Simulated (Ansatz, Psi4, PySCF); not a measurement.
Gas-phase reaction in SMILES: OC (CH4O) [methanol] → C[O] (CH3O) + H atom (the H-O bond breaks)

Wanted: bond dissociation energy (electronic), in kcal/mol. Terms: no dispersion term unless named; open shells spin-unrestricted; spin-orbit terms left out; six Cartesian d functions in 6-31G* and its kin unless marked 5d; valence correlation only; non-relativistic; 6-311+G** with 5d; LANL2DZ all-electron up to Ne. CBS marks a two-point X^-3 extrapolation of the correlation energy; Hartree-Fock from the larger set. The bracket is a focal-point correction in the basis named. First-principles rows: single points at B3LYP-D3(BJ) geometries (Ansatz, an electronic-structure program).

Coupled cluster (Ansatz) is a level with limits of its own, used here on species with T1 under 0.025 (0.045 for open shells) and stable references: RI-MP2/CBS(aug-cc-pVTZ,aug-cc-pVQZ)+[CCSD(T)-MP2]/aug-cc-pVTZ.

Value to compare with, RI-MP2/CBS(aug-cc-pVTZ,aug-cc-pVQZ)+[CCSD(T)-MP2]/aug-cc-pVTZ (Ansatz): 113.7 kcal/mol.

```tsv
level	program	bond dissociation energy (electronic) (kcal/mol)	difference
HF/LANL2DZ	Ansatz	72.5	-41.2
HF/6-31G*	Ansatz	73.2	-40.5
PBE/3-21G	Ansatz	99.9	-13.8
BP86/def2-SVP	PySCF	107.1	-6.6
B3LYP/STO-3G	Ansatz	110.2	-3.5
B3LYP/3-21G	Ansatz	100.1	-13.6
B3LYP/6-31G*	Ansatz	102.7	-11.0
B3LYP/6-31+G*	Ansatz	103.9	-9.8
B3LYP/6-311+G**	Ansatz	107.0	-6.7
M06-2X/6-31G* (5d)	PySCF	106.1	-7.6
wB97X-D/6-311+G**	Psi4	108.4	-5.3
MP2/LANL2DZ	Ansatz	98.1	-15.6
MP2/6-311+G**	Ansatz	111.9	-1.8
wB97M-V/def2-TZVPD	Ansatz	109.9	-3.8
B2PLYP-D3(BJ)/def2-TZVPD	Ansatz + dftd3	109.0	-4.7
```

Among the 13 habitual levels, HF/LANL2DZ lies farthest from RI-MP2/CBS(aug-cc-pVTZ,aug-cc-pVQZ)+[CCSD(T)-MP2]/aug-cc-pVTZ (Ansatz) (-41.2 kcal/mol) and MP2/6-311+G** nearest (-1.8); 0 of 13 lie above it, and their mean absolute difference is 13.6 kcal/mol, the median 9.8. One case shows no general order.

The levels are drawn from those run, B3LYP/6-31G* more often than the rest, none by its result; runs whose electronic state is in doubt are left out.
